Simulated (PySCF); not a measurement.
## AlSi: a base run and its variants

Base input, run as `OMP_NUM_THREADS=1 python input.py` with PySCF 2.14:

```python
from pyscf import gto, scf

mol = gto.M(
    atom='Al 0 0 0; Si 0 0 2.656',
    basis='def2-svpd',
    charge=0,
    spin=3,
    symmetry=True,
    verbose=4,
)
mf = scf.UHF(mol)
mf.kernel()
mf.analyze()
print('orbital energies (hartree):', [e[max(0, n-3):n+3].round(4) for e, n in zip(mf.mo_energy, mol.nelec)])
```

Base result: E(SCF) = -530.603338 Eh, 14 cycles, ⟨S²⟩ = 3.770, μz(SCF) = -2.40 D. The bond length is a typed value, not an optimised one. No search for the lowest solution was made.

Run time: 1.8 s on 1 thread of Intel Xeon Platinum 8488C (shared host), peak memory 0.12 GiB.

Each row names what differs from the base; energies in brackets are changes from the base.

| change | result | wall time (s) |
| --- | --- | --- |
| geometry: bond 2.656 → bond 3.32 | E(SCF) = -530.575297 Eh (+0.7630 eV), 15 cycles, ⟨S²⟩ = 3.778, μz(SCF) = -4.28 D | 1.7 |
| basis set: def2-svpd → pcseg-1 | E(SCF) = -530.723126 Eh (-3.2596 eV), 13 cycles, ⟨S²⟩ = 3.769, μz(SCF) = -3.02 D | 1.5 |
| step after the SCF: analyze → frequency [not at a minimum] | E(SCF) = -530.603338 Eh (+0.0000 eV), 14 cycles, ⟨S²⟩ = 3.770, μz(SCF) = -2.40 D, wavenumbers 245 cm⁻¹ | 8.2 |
| initial guess: minao → sap | E(SCF) = -530.603338 Eh (+0.0000 eV), 16 cycles, ⟨S²⟩ = 3.770, μz(SCF) = -2.40 D | 1.9 |
| basis set: def2-svpd → def2-svp | E(SCF) = -530.599594 Eh (+0.1019 eV), 14 cycles, ⟨S²⟩ = 3.770, μz(SCF) = -2.61 D | 1.7 |
| geometry: bond 2.656 → bond 5.312 | not converged: SCF after 50 cycles | 2.2 |
| electric field along z (a.u.): none → 0.2; point-group symmetry: on → off [unsound on purpose] [may be another electronic state] | E(SCF) = -534.310441 Eh (-100.8754 eV), 12 cycles, ⟨S²⟩ = 3.822, μz(SCF) = 79.91 D | 1.9 |
| spin-free X2C: off → on [basis contracted without relativity] | E(SCF) = -531.545556 Eh, 14 cycles, ⟨S²⟩ = 3.770, μz(SCF) = -2.41 D | 1.5 |
| PCM solvent, dielectric constant: none → 4.71 | E(SCF) = -530.610284 Eh (-0.1890 eV), 13 cycles, ⟨S²⟩ = 3.775, μz(SCF) = -4.29 D | 4.8 |
| geometry: bond 2.656 → bond 0.5 [unsound on purpose] | E(SCF) = -508.487457 Eh, 10 cycles, ⟨S²⟩ = 3.754, μz(SCF) = -0.26 D | 1.7 |
| spin (2S): 3 → 29 [unsound on purpose] | stops with AssertionError | 1.2 |
| spin (2S): 3 → 5 | not converged: SCF after 50 cycles | 2.1 |
| length unit: angstrom → bohr [unsound on purpose] | E(SCF) = -529.968282 Eh (+17.2808 eV), 12 cycles, ⟨S²⟩ = 3.759, μz(SCF) = -0.28 D | 2 |
| step after the SCF: analyze → optimize | E(SCF) = -530.603338 Eh (+0.0000 eV), 14 cycles, ⟨S²⟩ = 3.770, all at the start geometry; optimised bond 2.480 Å with E = -530.606122 Eh after 5 steps | 6 |
| charge: 0 → -1; spin (2S): 3 → 2 | not converged: SCF after 50 cycles | 2.8 |
| basis set: def2-svpd → ano-rcc-vdzp; spin-free X2C: off → on | E(SCF) = -531.831198 Eh, 14 cycles, ⟨S²⟩ = 3.770, μz(SCF) = -2.58 D | 2.8 |

Task: Order these changes by how far they move the SCF energy from the base, largest first: (1) PCM solvent, dielectric constant: none → 4.71; (2) geometry: bond 2.656 → bond 3.32; (3) initial guess: minao → sap.

Result: (2) +0.7630 eV, (1) -0.1890 eV, (3) +0.0000 eV.
